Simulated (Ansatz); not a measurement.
```yaml
crystal:
  periodic: [false, false, false]
  atoms:
    - {symbol: F, position_ang: [1.945942, -0.886924, -0.405289]}
    - {symbol: C, position_ang: [0.585458, -1.032482, 0.062623]}
    - {symbol: C, position_ang: [0.269948, 0.467915, 0.988119]}
    - {symbol: C, position_ang: [-0.414752, 0.897732, -0.479788]}
    - {symbol: F, position_ang: [-1.515536, 1.774387, -0.076709]}
    - {symbol: C, position_ang: [-0.344848, -0.460565, -0.877298]}
    - {symbol: H, position_ang: [0.478598, -1.798032, 0.722759]}
    - {symbol: H, position_ang: [1.236190, 0.902751, 1.206266]}
    - {symbol: H, position_ang: [-0.307603, 0.385601, 1.860609]}
    - {symbol: H, position_ang: [0.188675, 1.562612, -0.957994]}
    - {symbol: H, position_ang: [-0.363878, -0.629062, -1.868315]}
    - {symbol: H, position_ang: [-1.493008, -1.100352, -0.273740]}
basis:
  gaussian: {orbitals: cc-pVTZ, nuclear_model: gaussian}
hamiltonian: {xc: {name: PBE0}, dispersion: d4}
relax: {f_tol: 0.0001, max_steps: 2}
```

```sh
$ ansatz run in.yaml --threads 4 --pin off --events-out ev --progress --plain --max-ram 10444MiB
```

**Question.** How does Ansatz answer? (Estimate.)

**Answer.** Ansatz gave: The calculation stopped without meeting its thresholds.
```
Functional definition: PBE0
1344 factors; their error is unknown
mean field evaluation 1: about -9662.2184 eV, gradient 5.3e1 eV
mean field evaluation 2: about -9659.7101 eV, gradient 6.1e1 eV
mean field evaluation 4: about -9668.5197 eV, gradient 4.0e0 eV
mean field evaluation 8: about -9668.5419 eV, gradient 6.7e-2 eV
mean field evaluation 16: about -9668.5248 eV, gradient 5.2e-4 eV
mean field -9668.52479207 eV, -355.3117325469 hartree, gradient 2.5e-5 eV, S^2 0.000000; 0 other end points of the search recorded, 0 dependent functions left out
reference -9668.52481693 eV, -355.3117334607 hartree; 24, 24 occupied and 240, 240 virtual orbitals, 1344 factors
relax step   1: F+E_penalty+E_count = -9668.71043688 eV  Δ(F+E_penalty+E_count) = +0.000e0 eV  max|allowed force component| = 7.678e0 eV/Å  Δτ_max = 0.0000 Å  (31 SCF iters, accepted)
1344 factors; their error is unknown
mean field -9671.45086471 eV, -355.4192637333 hartree, gradient 1.3e-5 eV, S^2 0.000000; 0 other end points of the search recorded, 0 dependent functions left out
reference -9671.45088937 eV, -355.4192646393 hartree; 24, 24 occupied and 240, 240 virtual orbitals, 1344 factors
relax step   2: F+E_penalty+E_count = -9671.62827103 eV  Δ(F+E_penalty+E_count) = -2.918e0 eV  max|allowed force component| = 3.926e0 eV/Å  Δτ_max = 0.1947 Å  (37 SCF iters, accepted)
Error: geometry relaxation did not converge after 2 steps: max|allowed force component| = 3.93e0 eV/Å (threshold 1.0e-4). Raise `relax.max_steps` over both its present limit and 2, loosen `relax.f_tol`, or start from a geometry closer to equilibrium. Where this run's directory can be resumed (`checkpoint.write`), a resume goes on for up to `relax.max_steps` more
```
